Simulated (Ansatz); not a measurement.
Results of PBE-D3(BJ) (PAW; Ansatz, a quantum-chemistry and plane-wave program) for cubic perovskite BaTiO3 (cubic high-temperature phase).

Settings: plane-wave cutoff 520 eV, 8×8×8 k mesh, Fermi–Dirac smearing 0.01 eV, no spin polarisation, scalar-relativistic PAW data made under PBE.

Pressure at four volumes; x = ln(V/12.726 Å³). One pressure is withheld.

```
V (Å³/atom)        x  P (GPa)
-----------  -------  -------
11.962       -0.0619    12.14
12.726        0.0000     0.00
13.235        0.0392    -6.13
13.490        0.0583        ?
```

**Question.** Pass a parabola P(x) through the three rows shown, estimate the bulk modulus and its pressure derivative near zero pressure, and predict the withheld pressure.

**Answer.** Slopes between the rows: (0.00 − (12.14))/(0.0000 − (-0.0619)) = -196.12 and (-6.13 − (0.00))/(0.0392 − (0.0000)) = -156.38 GPa. Their difference over the span 0.1011 is c = 39.74/0.1011 = 393.1 GPa, so P(x) = 12.14 + (-196.12)(x − (-0.0619)) + 393.1 (x − (-0.0619))(x − (0.0000)). At the middle row B = −dP/dx = −[-196.12 + 393.1 × 0.0619] = 171.8 GPa, and B′ = dB/dP = 2c/B = 4.6. At x = 0.0583 the parabola gives -8.68 GPa; the run gives -8.72 GPa. The Birch–Murnaghan fit to the energies at all volumes has B0 = 171 GPa and B′ = 4.5.

Measured, for comparison: bulk modulus 162 GPa (temperature not stated, no zero-point or thermal correction, our sources range from 162 to 173; as tabulated in Matsushita et al. (2011), arXiv:1104.2769). Computed (rounded) less measured: bulk modulus +6 % (inside the range of the sources held).

Note: the relaxation could not lower the start's symmetry, so the cell can be a saddle point above a distorted one.

Spin–orbit coupling is not included.
